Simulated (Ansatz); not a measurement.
## How far each method lies from UCCSDT(Q) for AsH4, quartet

Geometry: that of the AsH4⁻, triplet, kept fixed. The doublet lies 3.7 eV lower here.

```xyz
5

As    0.0000    0.0000    0.0000
H     0.2704    0.9808    1.3228
H    -0.9575   -1.0699    0.8505
H     0.1570    1.2484   -1.0963
H     0.5302   -1.1593   -1.0770
```

Basis aug-cc-pVTZ; Ansatz 0.2.0. Only valence electrons are correlated (noble-gas cores and the filled d shells of p-block atoms frozen), which leaves 9 electrons in 137 orbitals. Prefix R: restricted or restricted open-shell reference; prefix U: unrestricted. Active spaces: valence = (9e, 8o) chosen from the atoms' valence shells. No spin–orbit coupling is included, and no scalar relativity.

Full CI isn't at hand for all of this; UCCSDT(Q) serves as the reference, and is uncertain by about the last step of the cluster series. The frozen core follows each run's orbitals, which can shift R against U totals by a few meV for light atoms and by up to 0.1 eV past Ca.

Unrestricted rows (U) aren't spin-pure: their determinants' ⟨S²⟩ exceeds S(S+1) by up to 0.12, so they mix in states of higher spin.

```
UHF ⟨S²⟩                          : 3.869
T1 diagnostic (RCCSD)             : 0.0308
largest doubles amplitude (RCCSD) : 0.064
T1 diagnostic (UCCSD)             : 0.0307
```

```csv
level,E − E(RHF) (eV)
UHF,-0.6685
UMP2,-4.9500
UCCSD,-5.9297
UCCSD(T),-6.1664
```

Task: Estimate how far UCCSDT(Q) in aug-cc-pVTZ lies from UCCSD(T). The table doesn't fix it; the size of (T) and the diagnostics are the guide.

Result: UCCSDT(Q) in aug-cc-pVTZ lies 2.12 mEh below UCCSD(T), which is 24 % of the (T) step (-8.70 mEh). T1 is raised, the determinant isn't spin-pure, but (T) still catches most of what CCSD lacks. The miss exceeds 1 kcal/mol.

The other levels:

```
 level  E − E(UCCSDT(Q)) (mEh)  share of correlation (%)  wall time
UCCSDT                    0.46                     99.80          –
```

The correlation energy at UCCSDT(Q), counted from RHF, is -6.224 eV. That run took 61 s on 2 threads of AMD EPYC 7R13 with a shared H100 80 GB, shared host.

Run but not shown, since their state or frozen core can't be matched to the reference's or they repeat it: RHF, RMP2, RCCSD, RCCSD(T), BCCD(T), RCCSDT, RCCSDT(Q), CASSCF (valence space), NEVPT2 (valence space).

Times hold each run's SCF and search for its determinant on a shared host, so for small cases they say little of a method's own cost.

Natural occupations of CASSCF (valence space) about the gap: 1.994 1.946 1.946 1.033 0.996 0.974 0.055 0.055; effectively unpaired electrons, Σ n²(2−n)², 3.04.
